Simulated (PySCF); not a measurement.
**Unknown: peak-picked proton spectrum**

Formula C4H6N2. The spectrum was simulated from the full spin Hamiltonian at 200 MHz with 1.0 Hz Lorentzian lines, from shifts rounded to 0.01 ppm and J to 0.1 Hz, couplings under 1 Hz left out. Exchangeable protons (1H) are left uncoupled and out of the list.

```tsv
region	integral (H)	ppm	Hz	height
1	1	7.307	1461.4	17
1		7.293	1458.7	17
2	1	6.217	1243.4	17
2		6.203	1240.7	17
3	3	2.320	464.0	100
```

[PySCF: structure optimised with PBE0-D3(BJ)/def2-SVP; B3LYP/pcSseg-2 with gauge-including orbitals; J couplings at B3LYP/pcJ-1 (spin–dipole term only in couplings to heteroatoms); gas phase; averaged over atoms made equivalent by symmetry, fast rotation or ring inversion; one conformer; no relativistic terms]

References, each an isolated molecule treated in the same way: TMS for 1H.

Q: Analyse the multiplets.

A: 1H NMR (200 MHz, computed): δ 9.29 (br s, 1H), 7.30 (d, J = 2.7 Hz, 1H), 6.21 (d, J = 2.7 Hz, 1H), 2.32 (s, 3H). These are first-order names from the parameters used; overlap and second-order distortion can hide them in the list.

Q: What is the compound?

A: `InChI=1S/C4H6N2/c1-4-2-3-5-6-4/h2-3H,1H3,(H,5,6)`.

Mapped SMILES: `[CH3:1][c:2]1[cH:3][cH:4][nH:5][n:6]1` (H(Xn): hydrogen on atom n).

δ 9.29: H(N5), hydrogen on a pyrrole-type ring nitrogen. δ 7.30: H(C4), hydrogen on an aromatic CH next to a ring nitrogen, coupled to H(C3) (2.7 Hz). δ 6.21: H(C3), hydrogen on an aromatic CH, coupled to H(C4) (2.7 Hz). δ 2.32: H(C1), hydrogen on a methyl carbon on an aromatic ring.

This is the structure that produced the data.

Exchangeable OH/NH protons stand at their gas-phase positions; hydrogen bonding in a real sample shifts them, mostly to higher δ. Multiplet labels drop couplings under 1 Hz and merge nearly equal ones. Unscaled 3J(H,H) at this level run about 10 % above measured values. Couplings to exchangeable protons are dropped.
